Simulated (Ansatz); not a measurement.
Na2Li, relaxed as a doublet with UKS PBE0/def2-TZVP in Ansatz, starting from the GFN1-xTB geometry. Force threshold 0.02 eV/Å.

Another isomer (doublet) lies 0.02 eV lower at PBE0/def2-TZVP; other spin states weren't run for this one.

Start:

Cartesian coordinates in Å:
```
Li 0.0035 0.0266 0.0395
Na -1.9321 1.4978 -1.0081
Na 1.9286 -1.5244 0.9685
```

| step | energy (eV) | largest force component (eV/Å) | SCF passes |
| --- | --- | --- | --- |
| 1 | -9030.0744 | 0.584 | 31 |
| 2 | -9030.2432 | 0.281 | 33 |
| 3 | -9030.3084 | 0.080 | 33 |
| 4 | -9030.3128 | 0.047 | 34 |
| 5 | -9030.3165 | 0.006 | 35 |
| 6 | -9030.3170 | 0.008 | 34 |
| 7 | -9030.3179 | 0.011 | 34 |
| 8 | -9030.3221 | 0.017 | 39 |

Force components are those of the run's own axes.

End:

```xyz
3

Li    0.020    0.287    0.399
Na   -2.222    1.588   -1.332
Na    2.202   -1.875    0.933
```

By distances, no bond broke or formed. The bond that changes most is Li1–Na3, from 2.64 to 3.12 Å (atoms count from 1).

The force fell under the threshold at step 5, but the optimiser went on and released 0.006 eV more. No frequencies were taken in this run, so the end may be a saddle point.

Hardware: 4 threads of Arm Neoverse V1 on a shared host. Wall time 8.5 s.
